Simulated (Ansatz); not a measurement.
Species: NH₃, charge 0, triplet. This triplet is an excited state, 5.7 eV above the singlet at CCSD(T)/cc-pV5Z (Ansatz, an electronic-structure program). NH3 (parent SMILES N, triplet).
B3LYP-D3(BJ)/def2-TZVP minimum from Ansatz:
```
N
H 1 1.1010
H 1 1.1010 2 120.00
H 1 1.1010 2 120.00 3 180.00
```
Charge 0, spin multiplicity 3.

Total energies in aug-cc-pVDZ, 8 correlated electrons, 1 frozen orbitals. Radicals and triplets start from unrestricted determinants; spin-orbit coupling is neglected. Cores are frozen in correlated methods. No relativity. The spin of H3N (parent SMILES N, triplet) was assumed, and the state is the lowest solution found for it.

| method | program | energy (Eh) | minus CCSDTQ (mEh) |
|---|---|---|---|
| HF | Ansatz | -56.03578 | 195.60 |
| MP2 | Ansatz | -56.20341 | 27.96 |
| CCSD | Ansatz | -56.22534 | 6.03 |
| CCSD(T) | Ansatz | -56.23043 | 0.94 |
| CCSDT(Q) | Ansatz | -56.23137 | 0.00 |
| CCSDTQ | Ansatz | -56.23138 | 0.00 |

Rough core times of Ansatz's runs on a shared machine: CCSD(T) under 20 s, CCSDT(Q) 40 s, CCSDTQ 20 min.
